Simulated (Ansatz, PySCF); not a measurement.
Molecule: NH$_{2}$ (charge 0, doublet). 
Structure (B3LYP-D3(BJ)/def2-TZVP (Ansatz, an electronic-structure program) minimum search):
```xyz
3

N      0.0046     0.0019     0.1418
H     -0.0276     0.7996    -0.5065
H     -0.0044    -0.8126    -0.4860
```
Charge 0, spin multiplicity 2.

PBE beside other levels, property by property. Valence correlation only, unless marked. UHF or UKS for open shells. Spin-orbit coupling is left out. Non-relativistic. CBS(X,Y): correlation extrapolated as X^-3; Hartree-Fock from the larger set (for Q and 5 zeta extrapolated as (X+1)exp(-9√X)). Rows marked 298 K are enthalpies with B3LYP-D3(BJ) harmonic zero-point and thermal terms from PySCF. Enthalpies of formation rest on the atoms' values in the G2/97 table (older ones for B and Si), with no core term in the frozen-core levels. Vertical energies are electronic, to the SCF solution reached for that spin. Anions need diffuse functions, of which def2-TZVPD holds fewer than the aug- sets. The coupled-cluster column (Ansatz) is a level with limits of its own: (a) CCSD(T)/CBS(aug-cc-pVTZ,aug-cc-pVQZ); (b) CCSD(T)/CBS(cc-pVQZ,cc-pV5Z).

```tsv
property	CAM-B3LYP/def2-TZVPD (Ansatz)	RI-MP2/CBS(aug-cc-pVTZ,aug-cc-pVQZ) (Ansatz)	CCSD(T)/aug-cc-pVDZ (Ansatz)	coupled cluster	measured
enthalpy of formation at 298 K by atomisation (kcal/mol)	40.7	47.2	59.9	44.8 (b)	45.1
vertical ionisation energy to the triplet (eV)	12.22	12.07	11.82	12.08 (a)	-
vertical electron affinity to the singlet (eV)	0.53	1.00	0.54	0.74 (a)	-
```

Measured values: G2/97 table in ASE (Curtiss et al.); they hold spin-orbit effects, which all levels lack, and core correlation, which the frozen-core levels lack. This is an older compilation, not checked against later work.

What does PBE/def2-TZVPD (Ansatz) give for each property, and on which side of the measured value, or else of coupled cluster, does it fall?


- enthalpy of formation at 298 K by atomisation: PBE lies 6.1 kcal/mol below the measured value; PBE gives 39.0 kcal/mol.
- vertical ionisation energy to the triplet: PBE lies 0.08 eV above coupled cluster; PBE gives 12.16 eV.
- vertical electron affinity to the singlet: PBE lies 0.14 eV below coupled cluster; PBE gives 0.60 eV.
